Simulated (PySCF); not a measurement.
**Atomic charges by several schemes**

C4H3N.
Geometry (PBE0-D3(BJ)/def2-SVP, Å), atoms numbered from 1 in this order:
```xyz
8
C4H3N angstrom
N      2.5248   -0.4432   -0.7306
C      1.4987   -0.3317   -0.2042
C      0.2160   -0.1961    0.4627
C     -0.7473    0.8835    0.0495
C     -1.0645   -0.3140   -0.3191
H      0.2535   -0.5290    1.5112
H     -0.9326    1.9526    0.0974
H     -1.7201   -1.0215   -0.8185
```

Density: PBE0/pcSseg-1 (PySCF); schemes: Mulliken, IAO, Hirshfeld and ESP-fitted. Isolated species at its PBE0-D3(BJ)/def2-SVP geometry, gas phase.

Task: At which atom do the 4 schemes differ most?

Result: At C2: from +0.064 (Hirshfeld) to +0.369 e (ESP-fitted), 0.305 e apart.

Task: Which atoms carry the lowest charge in the Mulliken, IAO, Hirshfeld and ESP-fitted schemes?

Result: All schemes agree: Mulliken N1 (-0.261); IAO N1 (-0.252); Hirshfeld N1 (-0.234); ESP-fitted N1 (-0.466).

Task: For which atoms does the sign change between the 4 schemes (beyond +0.03 e in one, beyond −0.03 e in another)?

Result: For none.

Task: What partial charge does each atom carry?

Result: In e:

```
atom                   environment  Mulliken     IAO  Hirshfeld  ESP-fitted
  N1              nitrile nitrogen    -0.261  -0.252     -0.234      -0.466
  C2                nitrile carbon    +0.136  +0.119     +0.064      +0.369
  C3  sp3 carbon next to a nitrile    -0.217  -0.159     -0.027      -0.116
  C4              alkene CH carbon    -0.027  -0.118     -0.019      -0.169
  C5              alkene CH carbon    -0.027  -0.118     -0.019      -0.153
  H6              methine hydrogen    +0.166  +0.153     +0.051      +0.115
  H7              vinylic hydrogen    +0.115  +0.187     +0.093      +0.213
  H8              vinylic hydrogen    +0.115  +0.187     +0.093      +0.208
```

Mean size of the charges over all atoms: ESP-fitted 0.226 e, IAO 0.162 e, Mulliken 0.133 e, Hirshfeld 0.075 e. Each set sums to the total charge, 0, to within 0.001 e. The ESP scheme fits charges at the nuclei, held to the total charge, to the electrostatic potential on points at 1.4 to 2.0 times the van der Waals radii. The IAO scheme counts the electrons in orthogonalised intrinsic atomic orbitals, a minimal basis polarised so that it spans the occupied orbitals exactly.

Task: How closely do the schemes follow one another over all atoms?

Result: Correlation coefficient and root-mean-square difference: Mulliken with IAO 0.93, 0.062 e; IAO with ESP-fitted 0.92, 0.121 e; Hirshfeld with ESP-fitted 0.91, 0.168 e; IAO with Hirshfeld 0.88, 0.093 e; Mulliken with ESP-fitted 0.87, 0.143 e; Mulliken with Hirshfeld 0.86, 0.084 e.

Task: How many electrons does the Mulliken scheme count on C3?

Result: Z − q = 6 − (-0.217) ≈ 6.218.
